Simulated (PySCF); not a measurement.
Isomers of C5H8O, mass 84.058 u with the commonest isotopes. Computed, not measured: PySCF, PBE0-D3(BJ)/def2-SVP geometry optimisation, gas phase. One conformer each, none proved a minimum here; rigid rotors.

**Question.** Order these by radius of gyration √(Σ m r²/M), largest first.
A. `[CH2:1]=[CH:2][C:3](=[O:4])[CH2:5][CH3:6]` with C1–C2–C3–O4 178°, C2–C3–C5–C6 179°
B. `[CH3:1]/[CH:2]=[C:3]1\[CH2:4][C@H:5]1[OH:6]` with C4–C5–O6–H 61°
C. `[CH3:1][C@@H:2]1[CH2:3][CH2:4][C:5]1=[O:6]` with C1–C2–C3–C4 -135°, C2–C3–C4–C5 14°, C3–C4–C5–O6 158°, C1–C2–C5–C4 139°
D. `[CH3:1]/[CH:2]=[CH:3]/[C:4]([CH3:5])=[O:6]` with C2–C3–C4–C5 0°
E. `[CH2:1]=[C:2]([CH:3]=[O:4])[CH2:5][CH3:6]` with C1–C2–C3–O4 -179°, C1–C2–C5–C6 -107°

**Answer.** D (1.954 Å), B (1.867 Å), A (1.816 Å), E (1.736 Å), C (1.632 Å).

**Question.** Order these by out-of-plane moment Σ m c² = (Ia + Ib − Ic)/2, largest first.
A. `[CH3:1]/[CH:2]=[C:3]1\[CH2:4][C@H:5]1[OH:6]` with C4–C5–O6–H 61°
B. `[CH3:1]/[CH:2]=[CH:3]/[C:4]([CH3:5])=[O:6]` with C2–C3–C4–C5 0°
C. `[CH3:1][C@@H:2]1[CH2:3][CH2:4][C:5]1=[O:6]` with C1–C2–C3–C4 -135°, C2–C3–C4–C5 14°, C3–C4–C5–O6 158°, C1–C2–C5–C4 139°
D. `[CH2:1]=[C:2]([CH:3]=[O:4])[CH2:5][CH3:6]` with C1–C2–C3–O4 -179°, C1–C2–C5–C6 -107°

**Answer.** D (13.82 u·Å²), A (13.33 u·Å²), C (10.19 u·Å²), B (3.16 u·Å²).

**Question.** Order these by rotational constant A, smallest first.
A. `[CH3:1]/[CH:2]=[C:3]1\[CH2:4][C@H:5]1[OH:6]` with C4–C5–O6–H 61°
B. `[CH3:1][C@@H:2]1[CH2:3][CH2:4][C:5]1=[O:6]` with C1–C2–C3–C4 -135°, C2–C3–C4–C5 14°, C3–C4–C5–O6 158°, C1–C2–C5–C4 139°
C. `[CH2:1]=[C:2]([CH:3]=[O:4])[CH2:5][CH3:6]` with C1–C2–C3–O4 -179°, C1–C2–C5–C6 -107° (2-ethylacrolein)
D. `[CH3:1]/[CH:2]=[CH:3]/[C:4]([CH3:5])=[O:6]` with C2–C3–C4–C5 0°
E. `[CH2:1]=[CH:2][C:3](=[O:4])[CH2:5][CH3:6]` with C1–C2–C3–O4 178°, C2–C3–C5–C6 179°

**Answer.** C (4080 MHz), B (4759 MHz), E (6640 MHz), D (8408 MHz), A (8650 MHz).

```tsv
SMILES	point group	Ia (u·Å²)	Ib (u·Å²)	Ic (u·Å²)	κ	μa (D)	μb (D)	μc (D)
C=C(C=O)CC	C1	123.85	143.20	239.41	0.44	0.91	2.51	0.25
C/C=C/C(C)=O	near Cs	60.10	263.91	317.70	-0.90	3.04	2.18	0.01
C[C@@H]1CCC1=O	C1	106.20	127.93	213.74	0.32	1.18	2.41	0.44
C=CC(=O)CC	near Cs	76.11	204.30	274.13	-0.74	1.38	2.63	0.03
C/C=C1\C[C@H]1O	C1	58.43	247.80	279.57	-0.93	1.75	0.01	0.55
```
